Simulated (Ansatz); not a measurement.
Si2B. The state is a doublet with charge 0. Geometry PBE0-D4/def2-TZVP; atoms count from 1.

```xyz
3

B     0.0445   -1.3668    1.3904
Si    0.0013   -0.0785    0.0804
Si   -0.0459    1.4453   -1.4708
```

The charge 0 doublet is spin-contaminated (final ⟨S²⟩ up to 1.68, 0.75 for a pure state). The geometry of the doublet was relaxed on an unsound state (⟨S²⟩ 1.68, where a pure state has 0.75). Another isomer (doublet) lies 2.04 eV lower at PBE0-D4/def2-TZVP; other spin states weren't run for this one.

(1) Estimate the Mulliken populations from the PBE0/def2-TZVP orbitals of Ansatz.

(2) Where does the spin sit?

(3) And the Mayer bond orders between bonded heavy atoms (over 0.3)?

Results:

(1) 
```json
{"atom": "B1", "charge (e)": "0.03", "spin (α − β)": "1.69"}
{"atom": "Si2", "charge (e)": "-0.03", "spin (α − β)": "0.23"}
{"atom": "Si3", "charge (e)": "0.00", "spin (α − β)": "-0.91"}
```
Mulliken values and Mayer orders depend strongly on the basis.

(2) Summed by element: B 1.69, Si -0.69, of 1 unpaired in all. Largest on single atoms: B1 1.69, Si3 -0.91, Si2 0.23.

(3) B1–Si2 1.87 (1.84 Å); Si2–Si3 1.92 (2.17 Å).
